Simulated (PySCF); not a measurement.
Molecule: `InChI=1S/C5H7N/c1-2-3-4-5-6/h2-3H,4H2,1H3/b3-2+`.

Bonds (- single, = double, # triple, : aromatic): C1-C2, C2=C3, C3-C4, C4-C5, C5#N6. C1 carries H7, H8, H9; C2 carries H10; C3 carries H11; C4 carries H12, H13. Stereochemistry as in C/C=C/CC#N.

Frames of a GFN2-xTB Langevin trajectory at 600 K; GIAO PBE0/pcSseg-1 shieldings in PySCF, gas phase, non-relativistic; equivalent atoms averaged within each frame.

Referencing at the same level of theory: 13C (σref 186.93), 1H (σref 31.72) against TMS; NH3 for 15N (σref 267.73). The references are static minima.

How do the shifts (ppm) fluctuate along the trajectory?

Results:


```tsv
time (fs)	C2	C3	C5	C4	C1	N6	H11	H10	H12/H13	H7/H8/H9
optimised geometry	140.3	128.5	121.8	23.0	22.2	299.7	5.69	5.97	2.90	1.93
250	136.8	134.3	121.8	30.7	19.9	308.0	6.41	5.19	4.21	3.00
425	133.5	123.3	118.8	23.3	28.9	294.8	5.13	5.97	3.94	2.95
625	153.8	137.5	119.1	29.1	33.3	298.5	7.47	7.44	3.51	2.53
800	144.6	141.3	121.3	28.6	21.3	300.6	7.19	7.16	2.54	1.97
1000	153.1	137.9	127.1	21.3	18.6	319.7	4.87	6.92	4.19	2.60
mean of frames	144.4	134.8	121.6	26.6	24.4	304.3	6.22	6.53	3.68	2.61
standard deviation	9.2	6.9	3.3	4.1	6.4	9.9	1.18	0.93	0.70	0.41
```

5 frames give an uncertainty of the mean of about the standard deviation over 2.2 at best, since frames this close in time may not be independent; classical motion lacks zero-point vibration, and the reference would need the same averaging.
